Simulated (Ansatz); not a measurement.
**PH4⁺, singlet: reading a ladder of total energies**

Geometry: a point of a stretch scan, not a stationary point.

```yaml
atoms:
  - { symbol: P, position_ang: [0.0141, 0.0141, -0.0141] }
  - { symbol: H, position_ang: [0.8213, 0.8243, 0.7944] }
  - { symbol: H, position_ang: [-1.2881, -1.2804, 1.2846] }
  - { symbol: H, position_ang: [-0.7922, 0.8211, -0.8267] }
  - { symbol: H, position_ang: [0.8243, -0.7971, -0.8188] }
```

Basis 6-31G; Ansatz 0.2.0. Correlated methods freeze the noble-gas cores, which leaves 8 electrons in 16 orbitals. Prefix R: restricted or restricted open-shell reference.

Full CI is exact within this basis and frozen core; it isn't the basis-set limit.

Runs differ by some tens of microhartree through their thresholds, so steps under 0.03 kcal/mol mean nothing.

```
    level  total energy (hartree)
      RHF             -342.588517
     RMP2             -342.669369
    RCCSD             -342.705164
 RCCSD(T)             -342.706854
   RCCSDT             -342.707293
RCCSDT(Q)             -342.707400
  RCCSDTQ             -342.707410
  full CI             -342.707413
```

Problem. What is the correlation energy at full CI, and what share of it do RMP2 and RCCSD(T) recover?

Solution. E(corr) = -342.707413 − (-342.588517) = -0.118896 hartree = -3.235 eV. RMP2: -0.080852 / -0.118896 = 68.00 %. RCCSD(T): -0.118337 / -0.118896 = 99.53 %.

Problem. By how many kcal/mol does RCCSD(T) miss full CI (1 hartree = 627.509 kcal/mol), and which steps make up the rest?

Solution. -342.706854 − (-342.707413) = 0.000559 hartree = 0.35 kcal/mol. Steps: RCCSDT − RCCSD(T) = -0.28, RCCSDT(Q) − RCCSDT = -0.07, RCCSDTQ − RCCSDT(Q) = -0.01, full CI − RCCSDTQ = 0.00 kcal/mol. That is within 1 kcal/mol of the reference in this basis, which itself misses far more of the correlation at the basis-set limit.
